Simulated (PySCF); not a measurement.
Gas-phase reaction: 3 Cl₂ + 2 C₄H₆ (butadiene) → 6 CHCl + 2 CH₃

Energies from PySCF, thermal terms from the rigid-rotor harmonic-oscillator model, ideal gas at 1 bar. 'Table' is the NASA 1993 thermochemical table (part measured, part estimated). † marks an energy on the PBE0/def2-TZVP geometry and frequencies; other levels use their own. MP2 freezes the core. 6-31G* has spherical d functions here. Open shells (unrestricted): CH₃ (multiplicity 2); the rest are closed-shell singlets. B3LYP is the form with VWN-RPA correlation. For this reaction the table lies outside the span of B3LYP, CCSD(T), M06-2X, MP2, PBE0, r2SCAN, ωB97M-V, ωB97X-V in their largest bases here; which side is off was not settled. MP2 isn't extrapolated to the basis-set limit; its ΔH°(298 K) is 2112.2 kJ in def2-SVP and 2081.9 kJ in def2-TZVPP. The harmonic model lacks anharmonicity and excited electronic states, which grow with temperature; levels with a mode under 35 cm⁻¹ are left out. Internal rotation in C₄H₆ (butadiene) is treated as a harmonic vibration of one conformer, which makes the entropy rough. The table's entry may be an old estimate for CHCl (not checked at source).

```csv
level,"ΔH°(298 K), kJ",minus table,"ΔG°(600 K), kJ"
table,1923.5,-,1579.4
B3LYP/def2-TZVP†,1955.9,32.4,1606.8
HF/6-31G*,1665.6,-257.9,1308.6
MP2/def2-SVP†,2112.2,188.7,1763.0
MP2/def2-TZVPP†,2081.9,158.4,1732.8
PBE/def2-SVP,2088.8,165.3,1740.3
ωB97X-V/def2-TZVP†,1979.6,56.1,1630.5
```
